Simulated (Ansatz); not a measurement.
AlH$_{4}$OSi, SMILES `[AlH][O][SiH3]` radical, relaxed with UKS PBE0-D4/def2-TZVP in the Gaussian-basis code of Ansatz from a PBE-D4/def2-SVP geometry. The force threshold is 0.005 eV/Å; the program also tests the step.

The species carries charge 0 and has multiplicity 2.

Start:

```xyz
7

Al   -1.940   -0.654   -0.965
O    -0.508   -0.095   -0.187
Si    1.065    0.090    0.330
H    -3.287    0.209   -0.662
H     1.195    1.365    1.119
H     1.468   -1.065    1.209
H     2.007    0.150   -0.844
```

```csv
step,energy (eV),largest force (eV/Å),largest move (Å)
1,-16580.4458,0.650,0.000
2,-16580.4854,0.490,0.038
3,-16580.4972,0.024,0.023
4,-16580.4973,0.018,0.003
5,-16580.4978,0.010,0.028
6,-16580.4980,0.036,0.069
7 (rejected),-16580.4979,0.030,0.055
8,-16580.4981,0.018,0.026
9 (rejected),-16580.4980,0.048,0.007
10,-16580.4981,0.004,0.003
11,-16580.4981,0.009,0.013
12,-16580.4981,0.004,0.002
```

End:

```xyz
7

Al   -1.912   -0.620   -0.980
O    -0.470   -0.160   -0.231
Si    1.042    0.079    0.318
H    -3.216    0.234   -0.584
H     1.111    1.354    1.081
H     1.445   -1.038    1.214
H     2.000    0.151   -0.818
```

Run time 50 s (2 threads of a server CPU on a shared host); peak host memory 0.31 GiB.
